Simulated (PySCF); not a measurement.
Gas-phase reaction: 6 HCN = 3 N₂ + C₆H₆

Method: PySCF energies plus ideal-gas RRHO corrections (1 bar). Table values come from the NASA 1993 polynomials. † marks an energy on the PBE0/def2-TZVP geometry and frequencies; other levels use their own. 6-31G* has spherical d functions here. All species are closed-shell singlets.

| level | ΔH°(298 K), kJ |
|---|---|
| table | -727.1 |
| HF/6-31G* | -713.0 |
| M06-2X/def2-TZVP† | … |
| PBE/def2-TZVP† | -733.2 |
| r2SCAN/def2-TZVP† | … |
| ωB97M-V/def2-TZVP† | … |

**Question.** What belongs in the gaps?

**Answer.** 
- M06-2X/def2-TZVP†, ΔH°(298 K), kJ: -716.9
- r2SCAN/def2-TZVP†, ΔH°(298 K), kJ: -754.8
- ωB97M-V/def2-TZVP†, ΔH°(298 K), kJ: -721.6
